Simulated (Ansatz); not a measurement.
```yaml
crystal:
  periodic: [false, false, false]
  atoms:
    - {symbol: N, position_ang: [-1.762564, -0.394636, -0.004162]}
    - {symbol: Ge, position_ang: [-0.307623, 0.429978, 0.003735]}
    - {symbol: Si, position_ang: [1.773220, -0.908101, -0.007485]}
    - {symbol: H, position_ang: [-2.746501, -0.199984, -0.002775]}
basis:
  gaussian: {orbitals: def2-TZVP}
hamiltonian: {xc: pbe0}
relax: {f_tol: 0.004, max_steps: 80}
```

```sh
$ ansatz run in.yaml --threads 1 --pin off --events-out ev --progress --plain --max-ram 2176MiB
```

Steps of the relaxation (energy above the last step; positions in Å, forces in eV/Å):

```
4
step 1, 676.8 meV
N    -1.763   -0.395   -0.004   -0.568   -0.544    0.344
Ge   -0.308    0.430    0.004    1.121   -0.637    0.009
Si    1.773   -0.908   -0.007   -0.319    0.693   -0.077
H    -2.747   -0.200   -0.003   -0.235    0.488   -0.275
```

```
4
step 2, 369.9 meV
N    -1.838   -0.418    0.153   -1.323    0.413   -0.097
Ge   -0.275    0.238    0.008    0.150   -0.745   -0.031
Si    1.867   -0.808   -0.044   -0.499    0.500   -0.048
H    -2.797   -0.085   -0.127    1.673   -0.168    0.175
```

```
4
step 3, 239.0 meV
N    -1.891   -0.380    0.319   -1.275    0.801   -1.024
Ge   -0.246    0.052    0.037   -1.588   -0.152    0.048
Si    1.831   -0.705   -0.096    0.711   -0.106   -0.081
H    -2.737   -0.040   -0.270    2.153   -0.543    1.056
```

```
4
step 4, 77.6 meV
N    -1.945   -0.325    0.366   -0.321    0.197   -0.276
Ge   -0.294   -0.007    0.076   -0.271   -0.273   -0.111
Si    1.868   -0.687   -0.134   -0.094    0.141    0.026
H    -2.673   -0.053   -0.319    0.686   -0.065    0.361
```

```
4
step 6, 0.3 meV
N    -1.988   -0.226    0.438   -0.076    0.025   -0.058
Ge   -0.344   -0.304    0.009    0.015   -0.014    0.005
Si    1.899   -0.552   -0.121    0.009    0.006   -0.006
H    -2.611    0.009   -0.338    0.052   -0.016    0.059
```

```
4
step 7, 0.1 meV
N    -1.992   -0.220    0.438    0.005   -0.004    0.017
Ge   -0.345   -0.320    0.024   -0.012    0.003   -0.014
Si    1.899   -0.545   -0.129    0.003   -0.001    0.005
H    -2.605    0.012   -0.344    0.003    0.001   -0.008
```

```
4
step 9, 0.0 meV
N    -1.991   -0.220    0.439   -0.001    0.000    0.001
Ge   -0.345   -0.319    0.017    0.001    0.000   -0.001
Si    1.900   -0.545   -0.125    0.000    0.000    0.000
H    -2.607    0.012   -0.341    0.001    0.000   -0.001
```

Close pairs at the end: N1–H4 1.021 Å, N1–Ge2 1.702 Å, Ge2–Si3 2.261 Å.

A stationary point of restricted PBE0 after 9 steps (its stability towards spin polarisation wasn't tested); no frequencies were run, so it isn't proven a minimum. 23 s on 1 thread of AMD EPYC 9R45, shared host.
